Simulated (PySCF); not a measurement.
Excitations are Tamm–Dancoff values on a coarser integration grid.

## CH₅N, SMILES `CN` (charge 0, multiplicity 1)

Method: r2SCAN-D4/def2-TZVPD run with PySCF 2.14.0.

| Quantity | Result |
|---|---|
| HOMO | -5.69 eV |
| dipole moment | 1.30 D |
| HOMO–LUMO gap | 6.27 eV |
| LUMO | 0.58 eV |
| S1 excitation (TDA) | 6.17 eV |
| S1 oscillator strength | 0.010 |
| brightest of the four lowest singlets (TDA) | 8.45 eV |
| T1 excitation (TDA) | 5.84 eV |
| S1–T1 gap (TDA) | 0.33 eV |
| total energy | -95.8344 Ha |
| cost | very roughly 4 core-minutes |

Bonds (Å): C1–N2 1.462, C1–H3 1.092, C1–H4 1.092, C1–H5 1.100, N2–H6 1.014, N2–H7 1.014. Angles (°): N2–C1–H3 109.2, N2–C1–H4 109.2, N2–C1–H5 115.2, H3–C1–H4 107.2, H3–C1–H5 107.9, H4–C1–H5 107.9, C1–N2–H6 110.2, C1–N2–H7 110.2, H6–N2–H7 106.2.
